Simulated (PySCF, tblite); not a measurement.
Potential energy curve for Li2, singlet.

Levels: GFN2-xTB, 300 K electronic temperature (tblite); UCCSD(T) = PySCF with CCSD(T) on UHF/cc-pVDZ.

Energies relative to the lowest point of each curve near equilibrium, in mEh; the last columns give the difference from UCCSD(T):

```json
[
 {"R / Å": "2.08", "GFN2-xTB": "1.9", "UCCSD(T)": "15.3", "GFN2-xTB − UCCSD(T)": "-13.4"},
 {"R / Å": "2.20", "GFN2-xTB": "0.3", "UCCSD(T)": "9.3", "GFN2-xTB − UCCSD(T)": "-9.0"},
 {"R / Å": "2.33", "GFN2-xTB": "0.0", "UCCSD(T)": "4.8", "GFN2-xTB − UCCSD(T)": "-4.8"},
 {"R / Å": "2.46", "GFN2-xTB": "0.8", "UCCSD(T)": "1.9", "GFN2-xTB − UCCSD(T)": "-1.1"},
 {"R / Å": "2.60", "GFN2-xTB": "2.7", "UCCSD(T)": "0.3", "GFN2-xTB − UCCSD(T)": "2.4"},
 {"R / Å": "2.65", "GFN2-xTB": "3.6", "UCCSD(T)": "0.1", "GFN2-xTB − UCCSD(T)": "3.5"},
 {"R / Å": "2.74", "GFN2-xTB": "5.5", "UCCSD(T)": "0.0", "GFN2-xTB − UCCSD(T)": "5.5"},
 {"R / Å": "2.83", "GFN2-xTB": "7.7", "UCCSD(T)": "0.3", "GFN2-xTB − UCCSD(T)": "7.4"},
 {"R / Å": "2.88", "GFN2-xTB": "9.1", "UCCSD(T)": "0.7", "GFN2-xTB − UCCSD(T)": "8.4"},
 {"R / Å": "3.02", "GFN2-xTB": "13.1", "UCCSD(T)": "2.1", "GFN2-xTB − UCCSD(T)": "11.1"},
 {"R / Å": "3.21", "GFN2-xTB": "18.2", "UCCSD(T)": "4.8", "GFN2-xTB − UCCSD(T)": "13.4"},
 {"R / Å": "3.41", "GFN2-xTB": "21.7", "UCCSD(T)": "8.3", "GFN2-xTB − UCCSD(T)": "13.4"},
 {"R / Å": "3.74", "GFN2-xTB": "32.6", "UCCSD(T)": "14.5", "GFN2-xTB − UCCSD(T)": "18.0"},
 {"R / Å": "4.07", "GFN2-xTB": "44.3", "UCCSD(T)": "20.3", "GFN2-xTB − UCCSD(T)": "23.9"},
 {"R / Å": "4.49", "GFN2-xTB": "59.1", "UCCSD(T)": "26.3", "GFN2-xTB − UCCSD(T)": "32.8"},
 {"R / Å": "4.91", "GFN2-xTB": "73.2", "UCCSD(T)": "30.3", "GFN2-xTB − UCCSD(T)": "42.9"},
 {"R / Å": "5.53", "GFN2-xTB": "91.3", "UCCSD(T)": "33.6", "GFN2-xTB − UCCSD(T)": "57.7"},
 {"R / Å": "6.10", "GFN2-xTB": "104.2", "UCCSD(T)": "35.0", "GFN2-xTB − UCCSD(T)": "69.2"},
 {"R / Å": "6.69", "GFN2-xTB": "113.8", "UCCSD(T)": "35.6", "GFN2-xTB − UCCSD(T)": "78.2"},
 {"R / Å": "7.37", "GFN2-xTB": "121.3", "UCCSD(T)": "35.9", "GFN2-xTB − UCCSD(T)": "85.4"},
 {"R / Å": "8.27", "GFN2-xTB": "—", "UCCSD(T)": "36.0", "GFN2-xTB − UCCSD(T)": "—"}
]
```

GFN2-xTB is furthest from UCCSD(T) at 7.37 (85.4 mEh, above); its mean absolute difference over the points is 25.1 mEh.

Dashes: no converged value, or the column stops at the first point that the program doubted or that broke a chosen test of continuity, which isn't proof of a fault.

The unrestricted determinant behind UCCSD(T) is spin-contaminated at 2.08 to 8.27 Å (<S²> up to 1.0, against 0.00 for a pure singlet).
